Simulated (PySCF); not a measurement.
# Molecular orbitals of SiO⁺

PBE0 at R = 1.546 Å; Si def2-SVPD, O def2-SVPD; no relativity (PySCF 2.14). State: ²Σ⁺ (doublet), unpaired electrons σ ↑. Only the outer orbitals are listed, counted within each symmetry.

| spin | orbital | occ. | ε (eV) | on Si (%) | main shells (%) |
| --- | --- | --- | --- | --- | --- |
| α | 5σ | 1 | -35.43 | 15 | 82 O s |
| α | 6σ | 1 | -21.95 | 40 | 49 O p, 38 Si s, 11 O s |
| α | 7σ | 1 | -18.37 | 65 | 32 Si p, 32 Si s, 28 O p |
| α | 2π | 1 | -18.15 | 15 | 84 O p, 13 Si p |
| α | 2π | 1 | -18.15 | 15 | 84 O p, 13 Si p |
| α | 3π | 0 | -10.03 | 90 | 84 Si p, 10 O p |
| α | 3π | 0 | -10.03 | 90 | 84 Si p, 10 O p |
| α | 8σ | 0 | -6.41 | 91 | 47 Si p, 36 Si d, 8 Si s |
| β | 5σ | 1 | -34.22 | 17 | 80 O s, 9 Si s |
| β | 6σ | 1 | -19.74 | 61 | 60 Si s, 27 O p, 12 O s |
| β | 2π | 1 | -17.73 | 18 | 81 O p, 14 Si p |
| β | 2π | 1 | -17.73 | 18 | 81 O p, 14 Si p |
| β | 7σ | 0 | -14.08 | 49 | 41 O p, 32 Si p, 16 Si s |
| β | 3π | 0 | -9.38 | 89 | 85 Si p, 11 O p |
| β | 3π | 0 | -9.38 | 89 | 85 Si p, 11 O p |

Problem. Which are the highest filled and the lowest empty level, where do they sit, and how wide is the gap?

Solution. Highest filled β 2π at -17.73 eV (in %: 81 O p, 14 Si p); lowest empty β 7σ at -14.08 eV (in %: 41 O p, 32 Si p, 16 Si s); the gap at PBE0 is 3.65 eV.

- bond order (Mayer): 2.21
- ⟨S²⟩: 0.763
- charge on Si (Mulliken, basis-dependent): 1.36
- charge on Si (Löwdin, basis-dependent): 1.46
- dipole moment (positive dipole points towards O; it is taken about the centre of mass and depends on that origin): -4.56 D
- polarisability along the bond: 34.2 bohr³
- polarisability across the bond: 28.3 bohr³

The state was picked by a PBE0 search and need not be the measured ground state.
